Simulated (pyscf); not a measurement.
This saddle point was located with ωB97X-D3(BJ)/def2-SVP in PySCF.

```xyz
9

N      0.6030     0.0193    -0.4610
Si    -0.6820    -0.2305     0.6123
H      1.4018     0.5969    -0.2268
H      0.5462    -0.2770    -1.4285
H     -1.9180     0.9738     0.8031
H     -0.6640    -0.9478     1.9002
H     -1.6810    -0.9268    -0.2636
Cl     0.2979     1.6959     1.9645
H     -1.2625     1.4026     1.2464
```
Charge 0, spin multiplicity 1.

Surface: singlet, charge 0. Lowest wavenumbers (cm⁻¹): 835i, 242, 296, 353, 388.

**Question.** Which two sides does it connect, and which bonds change?

**Answer.** H₂N–SiH₃ + HCl <-> H₂N–SiH₂–Cl + H₂, a four-centre exchange read from left to right: H–Si, Cl–H broken and Cl–Si, H–H formed. At ωB97M-D3(BJ)/def2-TZVP it lies +26.0 kcal/mol from the left side and +48.8 kcal/mol from the right (each side as separated species at their lowest minima found). This is the saddle that the search found; another between the same sides may lie lower.
